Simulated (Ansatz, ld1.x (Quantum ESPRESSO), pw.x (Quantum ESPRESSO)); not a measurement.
Ir (Z = 77): one change to the TM potential, in the atom and in the diamond crystal

```
Element                 : iridium (Ir)
Generator               : ld1.x (Quantum ESPRESSO) 7.5
Type                    : norm-conserving Troullier–Martins (Kleinman–Bylander form)
Functional              : PBEsol
Relativity              : scalar-relativistic
Frozen core             : [Xe] 4f14
Valence charge          : 9
Reference configuration : 5d7 6s2 6p0
Partial waves           : 6p (bound, empty): rc 2.55 bohr; 5d (bound): rc 1.80 bohr; 6s (bound): rc 2.25 bohr
Local potential         : the s channel
Core correction         : none
```

Change: all radii scaled by about 1.25 (s 2.80, p 3.18, d 2.24 bohr).

Cutoffs, loose and tight: the cutoffs (Ry, on a coarse ladder) from which the occupation-weighted sum of valence levels, in a spherical-Bessel basis at the reference potential, stays within 10 and 1 mRy of its value at 400 Ry. They do not see the model core or the augmentation charge, which bear on the density cutoff. Test errors are all-electron minus pseudo excitation energies from the reference, over the configurations 5d7 6s1 6p0; 5d7 6s0 6p0; 5d6 6s0 6p0; 5d8 6s1 6p0; 5d7.5 6s1.5 6p0; 5d7 6s1.5 6p0; 5d7 6s1 6p1; variants that change the core or the reference have their own tests.

Crystal test: diamond Ir in pw.x 7.5, no spin, 8³ k-points, Fermi–Dirac smearing 0.01 Ry, cutoffs set for each file from its atomic test. The reference is all-electron LAPW (Ansatz 0.2.0) with the same functional, mesh and smearing; V0 and B0 come from Birch–Murnaghan fits to the pressures at five volumes. Errors are pseudo minus all-electron; Δ is the rms difference of the E(V) curves that follow from these fits, minima aligned, over ±6 % about the mean V0. Mesh and smearing are coarse, so the numbers serve the comparison and aren't converged zero-temperature values; the lattice is a test structure that the element need not adopt.

All-electron: a0 = 5.508 Å (V0 = 20.89 Å³/atom), B0 = 204.5 GPa.

Question: Does the change bring the crystal closer to the all-electron result?

Answer: The mean pressure error goes from +9.30 to +5.63 GPa, so the change moves the solid closer to the all-electron pressures.

```csv
quantity,base,changed
outcome (atom),generated,generated
"cutoff, loose (atom)",40 Ry,35 Ry
"cutoff, tight (atom)",50 Ry,45 Ry
bound ghosts (atom),none,none
largest test error (meV) (atom),-70,-99
cutoffs in pw.x (Ry),60/240,55/220
a0 (Å),5.588,5.558
a0 error (%),+1.46,+0.90
B0 error (%),-6.6,-5.2
Δ (meV/atom),40.1,24.9
mean pressure error (GPa),+9.30,+5.63
```

Base: The largest radius (2.55 bohr) exceeds half the bond length (2.25 bohr), so the spheres overlap, which is one possible source of error among others. This is a poor potential for the solid. Changed file: The largest radius (3.18 bohr) exceeds half the bond length (2.25 bohr), so the spheres overlap, which is one possible source of error among others. This is a poor potential for the solid. The atomic cutoffs weigh occupied waves only.
